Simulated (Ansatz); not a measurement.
## A basis-limit estimate, worked out

An elementary step of BH4F, closed shell (BH₃ + HF → BH₂F ([BH2][F]) + H₂; bonds formed: B1–F6, H2–H5; bonds broken: B1–H2, H5–F6). “Start” is the structure reached by relaxing down from the saddle towards the reactants; PBE0-D4/def2-TZVP structures. The saddle:

B1  (-0.318, 0.092, -0.230)
H2  (0.520, 0.907, 0.337)
H3  (-0.169, 0.098, -1.410)
H4  (-1.383, 0.161, 0.295)
H5  (0.836, -0.097, 0.599)
F6  (0.514, -1.161, 0.409)
(Å)

Ansatz 0.2.0; basis: def2-TZVPP and def2-QZVPP; cores frozen in the correlated methods.

Energies in eV:

| quantity | saddle | start |
| --- | --- | --- |
| Hartree–Fock, triple zeta (X = 3) | -3440.10782 | -3441.23962 |
| Hartree–Fock, quadruple zeta (X = 4) | -3440.27272 | -3441.40733 |
| MP2 correlation, X = 3 | -11.25099 | -10.68288 |
| MP2 correlation, X = 4 | -12.14256 | -11.57105 |
| CCSD(T) correlation, X = 3 | -12.09881 | -11.58266 |

Problem. Work out the barrier at the basis limit: extrapolate Hartree–Fock as E(X) = E∞ + A exp(−7.88 √X) and the MP2 correlation as E(X) = E∞ + B X^−2.97 (the exponents that Neese and Valeev fitted for def2-TZVPP and QZVPP), then add CCSD(T) − MP2 in triple zeta.

Solution. Each step is linear, so take the differences first (saddle − start): Hartree–Fock 1.13180 (X = 3) and 1.13461 (X = 4); MP2 correlation -0.56811 and -0.57151; CCSD(T) correlation -0.51615.
Two points give E∞ = E(4) + w [E(4) − E(3)], with w = 1/(exp(7.88 (2 − √3)) − 1) = 0.1377 for Hartree–Fock and w = 1/((4/3)^2.97 − 1) = 0.7407 for the correlation.
Hartree–Fock: 1.13461 + 0.1377 × 0.00281 = 1.1350 eV.
MP2 correlation: -0.57151 + 0.7407 × (-0.00340) = -0.5740 eV.
CCSD(T) − MP2: -0.51615 − (-0.56811) = 0.0520 eV.
Sum: 1.1350 + (-0.5740) + 0.0520 = 0.6130 eV, or 14.14 kcal/mol. Plain CCSD(T) in triple zeta gives 0.6156 eV, so the larger basis shifts the result by -0.0026 eV.

No T1 diagnostic of these runs exceeds 0.014.

Labels in which every atom is bracketed show which atoms are joined, not bond orders.

For scale, one of the runs: CCSD(T)/def2-TZVPP, 118 basis functions, launched by `ansatz run in.yaml --threads 2 --pin off --events-out ev --progress --plain --max-ram 4352MiB`. Hardware: 2 CPU threads of an Intel Xeon, shared host. Wall time about 3.4 s.
